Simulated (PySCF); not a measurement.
# BH3Cl− (SMILES [BH3-]Cl) at 3 levels

Aim: a comparison of 3 runs (B3LYP/STO-6G, PBE0/STO-6G, wB97X-V/STO-6G) of BH3Cl−. Input form: a Python script.

The calculation is run with PySCF 2.14.0.

16 further runs of the same task are left out: 1 that didn't finish, 15 set aside as unsound or not needed.

**1. The structure to begin with**

BH3Cl− has 5 atoms, charge -1, and is taken as a singlet. As SMILES, `[BH3-]Cl`. The B1–H4 distance was set to 2.657 Å, away from the relaxed value. At this shape a bond of the SMILES string is far longer than usual.

Bond lengths: B1–Cl2 1.873 Å, B1–H3 1.208 Å, B1–H5 1.208 Å. Angles: Cl2–B1–H3 106.7°, Cl2–B1–H5 106.7°, H3–B1–H5 112.2°.

**2. A single-point energy at B3LYP/STO-6G (run 1)**

Contents of run.py:

```python
from pyscf import gto, dft

molecule = gto.M(
    atom='''
B    0.733377   1.156304  -0.340229
Cl  -0.194873   1.700624  -1.873129
H    1.874067   0.949554  -0.679229
H   -0.460100  -1.051350   0.532730
H    0.651487   2.061564   0.455231
''',
    verbose=3,
    max_memory=1860,
    charge=-1,
    basis='sto-6g',
    spin=0,
)

mf = dft.RKS(molecule)
mf.xc = 'b3lyp'
mf.conv_tol = 1e-10
mf.grids.level = 5
mf.kernel()
if not mf.converged:
    mf = mf.newton().run(mf.mo_coeff, mf.mo_occ)

e_final = mf.e_tot
print(f'total energy: {e_final:.8f} hartree')
```

Started as:

```console
$ OMP_NUM_THREADS=1 python run.py
```

The log of the run:

```text
converged SCF energy = -485.00458847597
total energy: -485.00458848 hartree
```

Run time: 3.3 s. Hardware: 1 thread of Intel Xeon Platinum 8488C (Sapphire Rapids), shared host; peak memory 0.19 GiB.

**3. A single-point energy at PBE0/STO-6G (run 2)**

Contents of input.py:

```python
from pyscf import gto, dft

system = gto.M(
    atom='''
B        0.733377       1.156304      -0.340229
Cl      -0.194873       1.700624      -1.873129
H        1.874067       0.949554      -0.679229
H       -0.460100      -1.051350       0.532730
H        0.651487       2.061564       0.455231
''',
    max_memory=1860,
    verbose=3,
    charge=-1,
    basis='sto-6g',
    spin=0,
)

myscf = dft.RKS(system)
myscf.xc = 'pbe0'
myscf.conv_tol = 1e-10
myscf.grids.level = 5
myscf.kernel()
if not myscf.converged:
    myscf = myscf.newton().run(myscf.mo_coeff, myscf.mo_occ)

e_final = myscf.e_tot
print('E(%s) = %.9f' % ('PBE0', e_final))
```

Started as:

```console
$ OMP_NUM_THREADS=1 python input.py
```

The log of the run:

```text
converged SCF energy = -484.808279029559
E(PBE0) = -484.808279030
```

It took 2.9 s on 1 thread of Intel Xeon Platinum 8488C (Sapphire Rapids), shared host; peak memory 0.19 GiB.

**4. A single-point energy at wB97X-V/STO-6G (run 3)**

Contents of mol.xyz:

```xyz
5

B      0.733377     1.156304    -0.340229
Cl    -0.194873     1.700624    -1.873129
H      1.874067     0.949554    -0.679229
H     -0.460100    -1.051350     0.532730
H      0.651487     2.061564     0.455231
```

Contents of input.py:

```python
from pyscf import gto, dft

system = gto.Mole()
system.atom = 'mol.xyz'
system.verbose = 4
system.basis = 'sto-6g'
system.max_memory = 1860
system.charge = -1
system.spin = 0
system.build()

myscf = dft.RKS(system, xc='wb97x-v')
myscf.conv_tol = 1e-10
myscf.nlcgrids.level = 1
myscf.grids.level = 5
myscf.kernel()
if not myscf.converged:
    myscf = myscf.newton().run(myscf.mo_coeff, myscf.mo_occ)

e_final = myscf.e_tot
print(f'total energy: {e_final:.8f} hartree')
```

Started as:

```console
$ OMP_NUM_THREADS=1 python input.py
```

The log of the run:

```text
PySCF version 2.14.0

[... 82 lines left out ...]
converged SCF energy = -484.920388212126
total energy: -484.92038821 hartree
```

It took 17 s on 1 thread of Intel Xeon Platinum 8488C (Sapphire Rapids), shared host; peak memory 0.19 GiB.

**5. All runs side by side**

```tsv
run	level	nlc grid	energy (Eh)	HOMO energy (eV)	LUMO energy (eV)	HOMO–LUMO gap (eV)	wall time
1	B3LYP/STO-6G	–	-485.004588	4.01	7.77	3.76	3.3 s
2	PBE0/STO-6G	–	-484.808279	3.95	8.06	4.11	2.9 s
3	wB97X-V/STO-6G	1	-484.920388	1.84	10.17	8.33	17 s
```

**6. Results**

| quantity | value |
| --- | --- |
| run 3: total energy | -484.92039 Eh |
| run 3: HOMO energy | 1.84 eV |
| run 3: LUMO energy | 10.17 eV |
| run 3: HOMO–LUMO gap (to an unbound level, set by the basis) | 8.33 eV |

**Reading.** The HOMO–LUMO gap runs from 3.76 eV (B3LYP/STO-6G) to 8.33 eV (wB97X-V/STO-6G). The empty levels of an anion lie above zero and hang on the basis. Totals of different functionals can't be ranked against each other. In runs 1, 2, 3 the HOMO lies above zero, so the outermost electron may be held by the basis alone. In runs 1, 2, 3 the basis is minimal, so the values are rough. All runs together took 23 s, the longest 17 s.
